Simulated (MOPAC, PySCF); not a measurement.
Breaking a bond: SMILES C=O (CH2O). The C1–O4 bond (C1 also carries H, H; O4 carries nothing else) is stretched with both fragments frozen at the PBE0/def2-TZVP optimised geometry.

- UMP2/3-21G = unrestricted MP2 (frozen core)/3-21G run with PySCF
- PM7, restricted, heats of formation (MOPAC)
- RMP2 = MP2 on RHF/cc-pVDZ, 2 core orbitals frozen (PySCF)

Energies are in kJ/mol, each relative to the lowest point of its own curve near equilibrium.

```json
[
 {"R / Å": "0.97", "UMP2/3-21G": "490.9", "PM7": "345.3", "RMP2": "433.1"},
 {"R / Å": "1.02", "UMP2/3-21G": "285.0", "PM7": "196.8", "RMP2": "241.8"},
 {"R / Å": "1.08", "UMP2/3-21G": "127.0", "PM7": "81.2", "RMP2": "100.3"},
 {"R / Å": "1.13", "UMP2/3-21G": "49.2", "PM7": "26.6", "RMP2": "35.5"},
 {"R / Å": "1.16", "UMP2/3-21G": "20.2", "PM7": "8.9", "RMP2": "13.8"},
 {"R / Å": "1.20", "UMP2/3-21G": "0.0", "PM7": "0.0", "RMP2": "0.5"},
 {"R / Å": "1.23", "UMP2/3-21G": "23.3", "PM7": "2.8", "RMP2": "0.0"},
 {"R / Å": "1.27", "UMP2/3-21G": "53.9", "PM7": "17.1", "RMP2": "9.1"},
 {"R / Å": "1.31", "UMP2/3-21G": "84.0", "PM7": "41.4", "RMP2": "27.0"},
 {"R / Å": "1.39", "UMP2/3-21G": "143.0", "PM7": "111.7", "RMP2": "80.4"},
 {"R / Å": "1.50", "UMP2/3-21G": "222.1", "PM7": "235.8", "RMP2": "176.5"},
 {"R / Å": "1.60", "UMP2/3-21G": "294.3", "PM7": "358.1", "RMP2": "282.4"},
 {"R / Å": "1.78", "UMP2/3-21G": "431.2", "PM7": "568.5", "RMP2": "563.4"},
 {"R / Å": "1.99", "UMP2/3-21G": "532.4", "PM7": "771.1", "RMP2": "814.8"},
 {"R / Å": "2.17", "UMP2/3-21G": "736.5", "PM7": "887.8", "RMP2": "921.1"},
 {"R / Å": "2.41", "UMP2/3-21G": "769.1", "PM7": "976.9", "RMP2": "1000.0"},
 {"R / Å": "2.60", "UMP2/3-21G": "775.0", "PM7": "1017.2", "RMP2": "1037.1"},
 {"R / Å": "2.92", "UMP2/3-21G": "778.7", "PM7": "1048.9", "RMP2": "1072.3"},
 {"R / Å": "3.24", "UMP2/3-21G": "781.0", "PM7": "1058.5", "RMP2": "1089.2"},
 {"R / Å": "3.58", "UMP2/3-21G": "782.7", "PM7": "1061.6", "RMP2": "1098.0"},
 {"R / Å": "4.22", "UMP2/3-21G": "784.0", "PM7": "1063.7", "RMP2": "1104.6"}
]
```

At the longest distance, 4.22 Å, RMP2 lies highest above its minimum (1104.6 kJ/mol) and UMP2/3-21G lowest (784.0 kJ/mol).

The unrestricted determinant behind UMP2/3-21G is spin-contaminated at 1.23 to 4.22 Å (<S²> up to 1.8, against 0.00 for a pure singlet). The restricted form behind PM7, RMP2 keeps the bonding electrons paired and can't separate into open-shell fragments. The T1 diagnostic of CCSD on the restricted reference of RMP2 exceeds 0.045 at 1.60 to 2.41 Å.
